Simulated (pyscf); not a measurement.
PySCF, gas phase, ωB97X-D3(BJ)/def2-SVP geometries.

Estimate by transition-state theory (the high-pressure limit) the rate constant of H₃C–CH₂–O–Sb(OH)–OH (SMILES CC[O][Sb]([OH])[OH]) → HO–Sb(OH)–OH (SMILES [OH][Sb]([OH])[OH]) + H₂C=CH₂ (SMILES C=C) (singlet surface; C–O, C–H broken, H–O formed) at 600 K, with ωB97M-D3(BJ)/def2-TZVP energies (ideal gas, 1 atm, RRHO with modes under 100 cm⁻¹ raised to 100, one conformer, R ln 2 for chiral ones without a mode under 150 cm⁻¹; no tunnelling).

The electronic barrier is 66.1 kcal/mol and the thermal terms add -6.4, so ΔG‡ = 59.7 kcal/mol. With k_BT/h = 1.25e+13 s⁻¹ and RT = 1.192 kcal/mol, k = 2.2e-09 s⁻¹, a half-life of 3.2e+08 s through this channel alone. Wigner's tunnelling factor for 2021i cm⁻¹ would be 1.98, likely too low at so high a frequency. A shift of 1 kcal/mol in the barrier changes k by a factor 2.3. On the product side the descent ends in a complex (not fully relaxed), 4.8 kcal/mol under the separated species and 54.3 kcal/mol under the saddle at ωB97X-D3(BJ)/def2-TZVP. At ωB97X-D3(BJ)/def2-TZVP the barrier from the zero used here is 69.5 kcal/mol. This is the saddle that the search found; another between the same sides may lie lower. Elements past Kr carry the def2 core potentials, without spin-orbit coupling.
